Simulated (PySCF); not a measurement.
Geometries of 2 isomers of CH6BN, from PySCF 2.14.0, PBE0-D3(BJ)/def2-SVP geometry optimisation, gas phase. One conformer each, no zero-point energy, no frequencies.

**Question.** Which isomer lies lower at this level?
A.
```xyz
9
angstrom
C     -1.133   -0.151   -0.033
B      0.297    0.472   -0.241
N      1.466   -0.230    0.048
H     -1.132   -1.172    0.381
H     -1.734    0.490    0.634
H     -1.678   -0.171   -0.992
H      0.424    1.603   -0.669
H      1.469   -1.175    0.412
H      2.390    0.159   -0.081
```
B.
```xyz
9
angstrom
B      1.303   -0.122   -0.398
N      0.239   -0.209    0.487
C     -1.123    0.204    0.260
H      1.117    0.350   -1.498
H      2.390   -0.520   -0.045
H      0.401   -0.606    1.407
H     -1.443    0.979    0.977
H     -1.213    0.619   -0.752
H     -1.829   -0.641    0.346
```

**Answer.** A. That is `NBC` (CH6BN), 16.7 kcal/mol below the other.

```tsv
SMILES	atoms numbered as above	E (Eh)	relative (kcal/mol)	relative (kJ/mol)	dipole (D)
CBN	[CH3:1][BH:2][NH2:3]	-121.12896	0.0	0.0	1.78
BNC	[BH2:1][NH:2][CH3:3]	-121.10236	16.7	69.8	2.24
```
